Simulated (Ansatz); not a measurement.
# SiH₄S (triplet): wave-function methods side by side at distance Si1–H5 along a hydrogen transfer = 1.548 Å, cc-pVDZ

An exercise on one series of results from a longer session: the logs are not shown, and one member is left open.

Computed with Ansatz 0.2.0, Gaussian basis. Level: cc-pVDZ, core rule «outside noble gas», up to 10 orbitals frozen.

To be run: UHF; CCSD(T) on ROHF; CCSD(T) on UHF; BCCD(T) on ROHF; CISD; CCSDT(Q) on ROHF; CCSDT(Q) on UHF; CASSCF and MRCISD+Q, 4 electrons in 4 orbitals; CASSCF and NEVPT2, 4 electrons in 4 orbitals.

11 further runs of the same task are left out: 1 for a mislabelled method, 10 that didn't finish.

**What is computed**

The geometry derives from fragments relaxed apart (PBE0/def2-TZVP) and kept rigid, so it is no stationary point. A hydrogen atom is moved between rigid fragments.

6 atoms, charge 0, spin multiplicity 3.

Atoms are counted from 1 here; the program's logs count them from 0.

Bond lengths: Si1–H2 1.485 Å, Si1–H3 1.485 Å, Si1–H4 1.485 Å, Si1–H5 1.548 Å. Angles: H2–Si1–H3 109.5°, H2–Si1–H4 109.5°, H2–Si1–H5 109.5°, H3–Si1–H4 109.5°, H3–Si1–H5 109.5°, H4–Si1–H5 109.5°.

Set-up of the first run:

in.yaml reads:

```yaml
crystal:
  periodic: [false, false, false]
  atoms:
    - {symbol: Si, position_ang: [-1.653149, 0.000000, 0.000000]}
    - {symbol: H, position_ang: [-2.148021, 1.399708, 0.000000]}
    - {symbol: H, position_ang: [-2.148020, -0.699854, 1.212183]}
    - {symbol: H, position_ang: [-2.148021, -0.699854, -1.212182]}
    - {symbol: H, position_ang: [-0.105149, 0.000000, 0.000000]}
    - {symbol: S, position_ang: [1.653851, 0.000000, 0.000000]}
basis:
  gaussian: {orbitals: cc-pVDZ}
magnetization: {spin_polarized: true, initial_magnetization: 2}
hamiltonian: {xc: hf}
output: {orbitals: {seedname: orbitals}}
```

Started as:

```
$ ansatz run in.yaml --threads 1 --pin off --events-out ev --progress --plain --max-ram 2393MiB
```

Steps of the session up to this table: UHF; CCSD(T) on ROHF; CCSD(T) on UHF; BCCD(T) on ROHF; CISD; CCSDT(Q) on ROHF; CCSDT(Q) on UHF; CASSCF and MRCISD+Q, 4 electrons in 4 orbitals; CASSCF and NEVPT2, 4 electrons in 4 orbitals.

One table of the session follows, with a row left open; its other results are not shown here.

| method | from UCCSDT(Q) (meV) |
| --- | --- |
| ROHF | +7434.2 |
| UHF | +7263.9 |
| RMP2 | +1466.9 |
| UMP2 | +1489.7 |
| CISD | +834.7 |
| RCCSD | +173.3 |
| UCCSD | +169.7 |
| RCCSD(T) | +35.6 |
| UCCSD(T) | +35.3 |
| BCCD(T) | +35.1 |
| RCCSDT | ? |
| UCCSDT | +7.0 |
| RCCSDT(Q) | +0.4 |
| UCCSDT(Q) | 0 |

Estimate the missing values for RCCSDT.

The run gave: from UCCSDT(Q) (meV): +7.4. In the column «from UCCSDT(Q) (meV)» it lies between UCCSDT (+7.0) and BCCD(T) (+35.1).

Not comparable, so not listed: CASSCF and NEVPT2, 4 electrons in 4 orbitals (they don't share determinant, frozen orbitals or solution with the rows shown, or repeat one).

Caveats from the session: Left out of the table: CASSCF pair, MRCISD pair, MRCISD+Q pair (the active space lost an orbital or holds another state than full CI finds). Restricted and unrestricted rows rest on different reference determinants; where their highest levels disagree by more than a few hundredths of an eV, they describe different states and don't form one ladder. Warnings in the runs' records: passed over end.
